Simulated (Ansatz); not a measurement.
**β-phase Si (model structure) (like a known high-pressure phase)**

Level of theory: LDA (Ansatz, an electronic-structure program, plane waves, PAW).

Settings: plane-wave cutoff 500 eV, 16×16×16 k mesh, Fermi–Dirac smearing 0.05 eV, scalar-relativistic PAW data made under PBE.

Cell (relaxed at this level):

Si is modelled in the tetragonal space group I4₁/amd, origin choice 1 (No. 141), Pearson symbol tI4. Lattice parameters: a = b = 4.7597 Å, c = 2.6174 Å, α = β = γ = 90.00°. Si on 4a is surrounded by 4 Si at 2.468 Å and 2 Si at 2.617 Å. (Neighbours: up to the widest gap in distance over summed covalent radii, below 1.35, at either atom.)
(The calculation used a cell of 2 atoms; values per cell refer to that cell.)

```yaml
band_gap: zero (no gap)
```

Static lattice: no zero-point or thermal effects.

It cost about 22 core-seconds (a rough figure) of CPU time.

A model structure was made by putting elements into a prototype or built by hand; it is no filed structure, need not be a known phase, and can be a saddle point held by its symmetry.
